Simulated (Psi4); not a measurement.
Reaction (SMILES): C(Cl)C + 2 [H][H] (H2) → 2 C (CH4) + Cl (HCl)
B3LYP-D3(BJ)/def2-TZVP geometries, fixed; electronic energies without zero-point terms.

Effect of the treatment of two-electron integrals at MP2/cc-pV(T+d)Z with Psi4, against the last row, where the energy of full hydrogenation is -36.34 kcal/mol. Cores are frozen.

```tsv
setting	largest shift of a total energy (mEh)	shift of the energy of full hydrogenation (kcal/mol)
scf_type: df	0.210	-0.024
scf_type: cd	0.260	0.001
scf_type: pk	0.000	0.000
```

Within 0.02 kcal/mol in the energy of full hydrogenation: scf_type: cd. The largest shift is 0.260 mEh in a total energy and 0.024 kcal/mol in the difference.
